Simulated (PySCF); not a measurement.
Species: C6H5 (charge +1).
Structure used (PBE0-D3(BJ)/def2-SVP), in Å, numbered top down from 1:
```xyz
11
C6H5 angstrom
C     -2.7839   -0.3024    0.2571
C     -1.3735   -0.0836    0.1149
C     -0.1721    0.1042   -0.0180
C      1.1720    0.3149   -0.1606
C      2.4829   -0.1376   -0.1111
C      2.2441    1.1406   -0.4678
H     -3.2719    0.5840    0.6928
H     -3.2210   -0.4657   -0.7438
H     -2.9920   -1.1882    0.8762
H      3.1889   -0.9491    0.0785
H      2.6172    2.1191   -0.7780
```

Level: PBE0/def2-SVPD in PySCF, non-relativistic, on one gas-phase PBE0-D3(BJ)/def2-SVP geometry that isn't relaxed in the solvent. The solvent is an IEF-PCM continuum (cavity from Bondi-type radii × 1.2), and excitations are vertical TDDFT with non-equilibrium linear response and a frozen core. Only the electrostatic response of the medium enters.

```csv
run,E − E(gas) (kcal/mol),HOMO (eV),HOMO–LUMO gap (eV),lowest singlet (eV),static polarisability (au)
gas,0.00,-12.79,5.37,3.55,67.4
P,-52.70,-8.71,5.55,3.72,88.4
Q,-30.21,-10.41,5.45,3.63,76.7
```

Question: The runs were made in acetonitrile and benzene. Which run belongs to which solvent?

Answer: P = acetonitrile, Q = benzene. The dielectric constants are 2.271 (benzene), 35.69 (acetonitrile), and the energy falls further as ε rises. The optical constants n² used for the excitations are 2.25, 1.81 in the same order. In this model the ground state sees the solvent through ε alone.

Question: How constant is the ratio of the lowering to 1 − 1/ε?

Answer: 
```
     solvent  1 − 1/ε  E − E(gas) (kcal/mol)  ratio (kcal/mol)  polarisation term (kcal/mol)
     benzene    0.560                 -30.21             -54.0                        -30.36
acetonitrile    0.972                 -52.70             -54.2                        -53.40
```

The ratio changes by +0.4 % in size from benzene to acetonitrile. The polarisation term is half the interaction of the solute with the induced surface charges.
